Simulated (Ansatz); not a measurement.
`CC(O)(Cl)CF` and `CC(O)(F)CF` differ in one atom or group.

Ansatz, PBE0-D4/def2-TZVP geometries, multiplicity 1. Each molecule was computed in one conformer, which needn't be the lowest.

| property | `CC(O)(Cl)CF` |
| --- | --- |
| HOMO energy (ωB97M-V/def2-TZVPP) / eV | -10.81 |
| HOMO energy (PBE/def2-TZVPP) / eV | -6.94 |
| size of the dipole moment (B3LYP/def2-TZVPP) / D | 2.36 |
| ideal-gas entropy at 298 K and 1 bar (rigid rotor, harmonic PBE0-D4/def2-TZVP) / J/(mol·K) | 340 |
| HOMO energy (B3LYP/def2-TZVPP) / eV | -8.20 |
| HOMO–LUMO gap (ωB97M-V/def2-TZVPP) / eV | 13.35 |

Problem. Give the same properties after the change, and the shifts. (Estimate.)

Solution. Computed: 
```
                                                                                  property  `CC(O)(F)CF`  shift
                                                     HOMO energy (ωB97M-V/def2-TZVPP) / eV        -11.43  -0.62
                                                         HOMO energy (PBE/def2-TZVPP) / eV         -7.26  -0.32
                                          size of the dipole moment (B3LYP/def2-TZVPP) / D          2.26  -0.10
ideal-gas entropy at 298 K and 1 bar (rigid rotor, harmonic PBE0-D4/def2-TZVP) / J/(mol·K)           330    -10
                                                       HOMO energy (B3LYP/def2-TZVPP) / eV         -8.75  -0.55
                                                   HOMO–LUMO gap (ωB97M-V/def2-TZVPP) / eV         14.00   0.65
```

With PBE0 the HOMO falls by 0.52 eV and the LUMO rises by 0.60 eV, so the gap widens by about 1.12 eV. PBE moves the HOMO by -0.32 eV and ωB97M-V by -0.62 eV. Dipoles are sizes alone; their direction can turn.

Positive LUMOs are unbound, so they and the gaps depend on the basis.

B3LYP here is the variant with VWN-RPA as its local correlation; programs differ in this.
